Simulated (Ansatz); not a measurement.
Molecule (SMILES): C#N (CH-N).
Atoms: C1, N2, H3. Bonds: C1-N2, C1-H3.

Basis-set convergence of the highest harmonic wavenumber at HF with Ansatz (an electronic-structure program). Each level at its own minimum, finite differences of forces, unscaled; the reference is a large set that could be run, not a limit. Cartesian d functions, on some or all atoms, in 6-31G*, 6-31+G*; all else is spherical. The program fits the integrals of some runs and decomposes those of others, by size. No added dispersion term, no relativity. Reference: the value in aug-pcseg-2, 3612 cm⁻¹, itself unsure by roughly 2 cm⁻¹ (its mean distance from aug-cc-pVTZ, def2-TZVPPD). Deviations are taken from unrounded values.

```
basis        functions  highest harmonic wavenumber (cm⁻¹)
-----------  ---------  ----------------------------------
6-31G*              32                                3679
6-31+G*             40                                3665
cc-pVDZ             33                                3644
aug-cc-pVDZ         55                                3620
def2-SVP            33                                3629
def2-SVPD           48                                3614
pcseg-1             33                                3644
aug-pcseg-1         55                                3625
6-311G**            42                                3623
6-311+G**           50                                3620
def2-TZVP           68                                3612
def2-TZVPD          83                                3611
cc-pVTZ             74                                3618
aug-cc-pVTZ        115                                3615
pcseg-2             74                                3612
aug-pcseg-2        115                                3612
def2-TZVPP          76                                3611
def2-TZVPPD         91                                3611
```

What the diffuse functions change, pair by pair:
- 6-31G* to 6-31+G*: 8 more functions, deviation 68 to 54 cm⁻¹
- cc-pVDZ to aug-cc-pVDZ: 22 more functions, deviation 33 to 9 cm⁻¹
- def2-SVP to def2-SVPD: 15 more functions, deviation 18 to 2 cm⁻¹
- pcseg-1 to aug-pcseg-1: 22 more functions, deviation 33 to 13 cm⁻¹
- 6-311G** to 6-311+G**: 8 more functions, deviation 12 to 8 cm⁻¹
- def2-TZVP to def2-TZVPD: 15 more functions, deviation 0 to -1 cm⁻¹
- cc-pVTZ to aug-cc-pVTZ: 41 more functions, deviation 7 to 3 cm⁻¹
- pcseg-2 to aug-pcseg-2: 41 more functions, deviation 0 to 0 cm⁻¹
- def2-TZVPP to def2-TZVPPD: 15 more functions, deviation -1 to -1 cm⁻¹

Leaving out the reference's own pair, they bring the value nearer the reference by more than 2 cm⁻¹ in 6 of 8 pairs.
